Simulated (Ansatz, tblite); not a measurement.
# The cluster Cu₂H₂+: rung by rung

One table from this session's results is given with a row withheld; the runs are named, their logs left out.

The runs use Ansatz 0.2.0, Gaussian basis; as each input shows.

Plan: GFN1-xTB, GFN2-xTB, PBE-D4/def2-TZVP, r2SCAN-D4/def2-TZVP, r2SCAN0-D4/def2-TZVP, B3LYP-D4/def2-TZVP, BHLYP-D4/def2-TZVP, LDA/def2-TZVP, HSE06-D4/def2-TZVP, PBE-D4/def2-SVP, PBE0-D4/def2-SVP, HF/STO-3G, HF/6-31G, B3LYP-D4/6-31G, CCSD(T)/def2-TZVPP, MP2/def2-TZVP, RPA/def2-TZVP.

1 further run of the same task is left out (set aside as unsound or not needed).

## The relaxed structure

The doublet was relaxed beforehand with r2SCAN-D4/def2-TZVP. At that level it is the lowest of the isomers that a small search found.

4 atoms, charge 1, spin multiplicity 2.

Bond lengths: Cu1–Cu2 2.296 Å, Cu1–H3 1.658 Å, Cu1–H4 1.657 Å, Cu2–H3 1.656 Å, Cu2–H4 1.658 Å. Angles: Cu2–Cu1–H3 46.1°, Cu2–Cu1–H4 46.2°, H3–Cu1–H4 92.3°, Cu1–Cu2–H3 46.2°, Cu1–Cu2–H4 46.2°, H3–Cu2–H4 92.4°, Cu1–H3–Cu2 87.7°, Cu1–H4–Cu2 87.7°.

No spin-orbit coupling is included. The ion is computed in the gas phase, without counter-ions or solvent.

PBE0-D4/def2-TZVP was run before; its log isn't repeated, and its numbers join the tables.

Set-up of the first run:

Tight binding, by tblite at 300 K electronic temperature and without a spin-polarisation term:

```python
tblite.interface.Calculator('GFN1-xTB', numbers, positions, charge=1, uhf=1).singlepoint()
```

Tight binding, by tblite at 300 K electronic temperature and without a spin-polarisation term:

```python
tblite.interface.Calculator('GFN2-xTB', numbers, positions, charge=1, uhf=1).singlepoint()
```

start.molden holds the orbitals of an earlier run on this state, given as this run's starting guess.

in.yaml reads:

```yaml
crystal:
  periodic: [false, false, false]
  atoms:
    - {symbol: Cu, position_ang: [-0.864366, -0.252829, 0.712096]}
    - {symbol: Cu, position_ang: [0.864190, 0.252958, -0.711501]}
    - {symbol: H, position_ang: [0.089315, 1.085676, 0.492277]}
    - {symbol: H, position_ang: [-0.089139, -1.085805, -0.492862]}
basis:
  gaussian: {orbitals: def2-TZVP, initial_orbitals: start.molden}
total_charge: 1
magnetization: {spin_polarized: true, initial_magnetization: 1}
hamiltonian: {xc: pbe, dispersion: d4}
scf: {omitted_lower_state_checks: [starts]}
output: {orbitals: {seedname: orbitals}}
```

Started as:

```
> ansatz run in.yaml --threads 2 --pin off --events-out ev --progress --plain --max-ram 4352MiB
```

Steps of the session up to this table: PBE-D4/def2-TZVP; r2SCAN-D4/def2-TZVP; r2SCAN0-D4/def2-TZVP; B3LYP-D4/def2-TZVP; BHLYP-D4/def2-TZVP; LDA/def2-TZVP; HSE06-D4/def2-TZVP; PBE-D4/def2-SVP; PBE0-D4/def2-SVP; HF/STO-3G; HF/6-31G; B3LYP-D4/6-31G; CCSD(T)/def2-TZVPP; MP2/def2-TZVP; RPA/def2-TZVP.

One of the session's tables, all rows but one given; the rest of the session is left out.

It belongs to the step «Levels side by side». 

| level | HOMO (eV) | LUMO (eV) | gap (eV) |
| --- | --- | --- | --- |
| HF/STO-3G | -12.88 | -5.23 | 7.65 |
| HF/6-31G | -14.26 | -5.45 | 8.81 |
| LDA/def2-TZVP | -11.24 | -10.62 | 0.62 |
| PBE-D4/def2-SVP | -10.67 | -9.90 | 0.76 |
| PBE-D4/def2-TZVP | -11.07 | -10.30 | 0.78 |
| r2SCAN-D4/def2-TZVP | -11.23 | -10.07 | 1.16 |
| B3LYP-D4/6-31G | -11.29 | -8.69 | 2.60 |
| B3LYP-D4/def2-TZVP | -12.27 | -9.68 | 2.59 |
| PBE0-D4/def2-SVP | -12.13 | -8.99 | 3.14 |
| PBE0-D4/def2-TZVP | -12.42 | -9.29 | 3.13 |
| r2SCAN0-D4/def2-TZVP | ? | ? | ? |
| HSE06-D4/def2-TZVP | -12.01 | -9.67 | 2.34 |
| BHLYP-D4/def2-TZVP | -13.80 | -8.40 | 5.40 |

Q: Estimate the row for r2SCAN0-D4/def2-TZVP from the others.

The run gave: HOMO (eV): -12.59; LUMO (eV): -9.14; gap (eV): 3.46. In the column «HOMO (eV)» it lies between HF/STO-3G (-12.88) and PBE0-D4/def2-TZVP (-12.42).
